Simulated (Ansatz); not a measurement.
## Ansatz (development build ahead of 0.2.0) run

```yaml
crystal:
  periodic: [false, false, false]
  atoms:
    - { symbol: Si, position_ang: [0.0, 0.0, 0.0] }
    - { symbol: H, position_ang: [1.2, 0.0, -0.8] }
    - { symbol: H, position_ang: [-1.2, 0.0, -0.8] }
    - { symbol: H, position_ang: [0.0, 0.4, 2.86] }
basis:
  gaussian: { orbitals: def2-SVP }
magnetization:
  spin_polarized: true
  initial_magnetization: 1
hamiltonian:
  xc: hf
scf:
  omitted_lower_state_checks: [stability, starts, atomic_configurations, cluster_reference, orbital_swaps, given_window_search, neighbouring_geometries, increment]
output:
  forces: true
```

The input is written out in the form of the current development build from the run's settings.

Output:

* Converged: yes
* Total energy: -290.42045 hartree
* Spin squared of the determinant: 1.353

Forces (eV/Å):
```csv
atom,Fx,Fy,Fz
Si1,0.000,-0.546,2.180
H2,0.631,0.212,-1.101
H3,-0.631,0.212,-1.101
H4,0.000,0.122,0.023
```

Caution: the unrestricted determinant is spin contaminated.
